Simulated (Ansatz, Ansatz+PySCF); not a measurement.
```yaml
atoms:
  - { symbol: C, position_ang: [0.0000, 0.0000, -1.1398] }
  - { symbol: C, position_ang: [0.0000, 0.0000, 0.1973] }
  - { symbol: C, position_ang: [0.0000, 0.0000, 1.3112] }
  - { symbol: H, position_ang: [0.0000, -0.9454, -1.5039] }
  - { symbol: H, position_ang: [-0.8187, 0.4727, -1.5039] }
  - { symbol: H, position_ang: [0.8187, 0.4727, -1.5039] }
  - { symbol: H, position_ang: [0.0000, 0.0000, 2.2994] }
```

RHF-MP2 on singlet C₃H₄ was run in several spherical basis sets with Ansatz (development build ahead of 0.2.0). Frozen core: 3 orbitals. Caution for RHF-MP2: no unrestricted run beside it, a lower state can exist.

Q: Rank the basis sets by the total energy that they give, lowest first, with the distance from the lowest.
A. def2-SVP
B. 6-31G(d)
C. def2-TZVP
D. cc-pVDZ
E. cc-pVTZ

A: E (0.00 eV), C (0.29 eV), D (3.74 eV), B (4.39 eV), A (6.14 eV).

Totals follow the description of the cores as much as that of the bonds, so this order isn't one of quality for chemistry.
